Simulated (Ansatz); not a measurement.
**C₃H₄F₂O: a ladder of functionals and wavefunction methods**

One table from this session's results is given with a row withheld; the runs are named, their logs left out.

Computed with Ansatz 0.2.0, Gaussian basis. Level: functionals in def2-TZVPP, the program's frozen cores in correlated methods.

Plan: LDA (SPW92), PBE-D4, revPBE-D4, BLYP-D4, r2SCAN-D4, B97M-V, PBE0-D4, B3LYP-D4, r2SCANh-D4, r2SCAN0-D4, HSE06-D4, BHLYP-D4, CAM-B3LYP-D4, LC-ωPBE, ωB97X-V, ωB97M-V, B2PLYP, PBE-QIDH; CCSD(T)/def2-SVP; CCSD(T)/def2-TZVPP; MP2/def2-QZVPP; extrapolation to the limit; RPA on PBE.

### The geometry

The geometry comes from an earlier relaxation with PBE0-D4 in a triple-zeta def2 set; it is a stationary point, not always the lowest conformer.

SMILES `FC(F)C1CO1`, 10 atoms, charge 0, spin multiplicity 1.

Atoms are counted from 1 here; the program's logs count them from 0.

Bond lengths: F1–C2 1.355 Å, C2–F3 1.357 Å, C2–C4 1.496 Å, C2–H7 1.095 Å, C4–C5 1.456 Å, C4–O6 1.412 Å, C4–H8 1.088 Å, C5–O6 1.418 Å, C5–H9 1.086 Å, C5–H10 1.087 Å. Angles: F1–C2–F3 107.2°, F1–C2–C4 110.2°, F1–C2–H7 108.4°, F3–C2–C4 109.6°, F3–C2–H7 109.0°, C4–C2–H7 112.3°, C2–C4–C5 119.8°, C2–C4–O6 115.0°, C2–C4–H8 114.7°, C5–C4–O6 59.2°, C5–C4–H8 120.2°, O6–C4–H8 116.1°, C4–C5–O6 58.8°, C4–C5–H9 119.0°, C4–C5–H10 119.6°, O6–C5–H9 115.6°, O6–C5–H10 115.4°, H9–C5–H10 115.9° and more.

The first run:

Contents of in.yaml:

```yaml
crystal:
  periodic: [false, false, false]
  atoms:
    - {symbol: F, position_ang: [0.075441, -2.158801, 0.771103]}
    - {symbol: C, position_ang: [0.577462, -1.048858, 0.178538]}
    - {symbol: F, position_ang: [1.165273, -1.442521, -0.979635]}
    - {symbol: C, position_ang: [-0.523281, -0.081064, -0.120061]}
    - {symbol: C, position_ang: [-0.237938, 1.346372, -0.165710]}
    - {symbol: O, position_ang: [-0.882465, 0.762314, 0.953590]}
    - {symbol: H, position_ang: [1.339278, -0.620020, 0.837879]}
    - {symbol: H, position_ang: [-1.346379, -0.493216, -0.700422]}
    - {symbol: H, position_ang: [-0.860213, 1.987474, -0.783196]}
    - {symbol: H, position_ang: [0.775921, 1.697216, 0.010914]}
basis:
  gaussian: {orbitals: def2-TZVPP}
hamiltonian: {xc: lda}
output: {orbitals: {seedname: orbitals}}
```

On the command line:

```sh
ansatz run in.yaml --threads 2 --pin off --events-out ev --progress --plain --max-ram 32768MiB --backend cpu
```

Steps of the session up to this table: LDA; PBE-D4 (GGA); revPBE-D4 (GGA); BLYP-D4 (GGA); r2SCAN-D4 (meta-GGA); B97M-V (meta-GGA); B3LYP-D4 (hybrid); r2SCANh-D4 (hybrid); r2SCAN0-D4 (hybrid); HSE06-D4 (hybrid); BHLYP-D4 (hybrid); CAM-B3LYP-D4 (range-separated); LC-ωPBE (range-separated); ωB97X-V (range-separated); ωB97M-V (range-separated); B2PLYP (double hybrid); PBE-QIDH (double hybrid).

One table of the session follows, with a row left open; its other results are not shown here.

It belongs to the step «Orbital energies across the functionals». 

| functional | HOMO (eV) | LUMO (eV) | gap (eV) |
| --- | --- | --- | --- |
| LDA (SPW92) | -6.97 | 0.12 | 7.08 |
| PBE-D4 | -6.80 | 0.39 | 7.19 |
| revPBE-D4 | -6.73 | 0.50 | 7.23 |
| BLYP-D4 | -6.73 | 0.42 | 7.15 |
| r2SCAN-D4 | -7.17 | 0.85 | 8.02 |
| B97M-V | -7.34 | 0.70 | 8.04 |
| PBE0-D4 | -8.54 | 1.40 | 9.94 |
| B3LYP-D4 | -8.28 | 1.04 | 9.32 |
| r2SCANh-D4 | -7.82 | 1.25 | 9.07 |
| r2SCAN0-D4 | -8.80 | 1.80 | 10.60 |
| HSE06-D4 | -8.12 | 1.02 | 9.15 |
| BHLYP-D4 | -10.24 | 2.07 | 12.31 |
| CAM-B3LYP-D4 | -10.04 | 2.23 | 12.27 |
| LC-ωPBE | ? | ? | ? |
| ωB97X-V | -11.04 | 3.40 | 14.44 |
| ωB97M-V | -10.98 | 2.98 | 13.97 |

Estimate the missing values for LC-ωPBE.

The run gave: HOMO (eV): -11.35; LUMO (eV): 3.59; gap (eV): 14.94. In the column «HOMO (eV)» it is the lowest.
